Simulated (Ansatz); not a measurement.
A calculation with Ansatz (development build ahead of 0.2.0).

```yaml
crystal:
  periodic: [false, false, false]
  atoms:
    - { symbol: S, position_ang: [0.0, 0.0, 0.0] }
    - { symbol: F, position_ang: [2.9411, 0.0, 1.0705] }
    - { symbol: F, position_ang: [-1.4705, 2.5471, 1.0705] }
    - { symbol: F, position_ang: [-1.4705, -2.5471, 1.0705] }
basis:
  gaussian: { orbitals: pcseg-2 }
magnetization:
  spin_polarized: true
  initial_magnetization: 1
hamiltonian:
  xc: pbe
```

The input is written out in the form of the current development build from the run's settings.

The run gave:

* Converged: yes
* Total energy: -697.00444 hartree
* Spin squared of the determinant: 2.740
* Stability test: minimum

Caution: charge can spread falsely over distant fragments; the unrestricted determinant is a mixture of spin states.
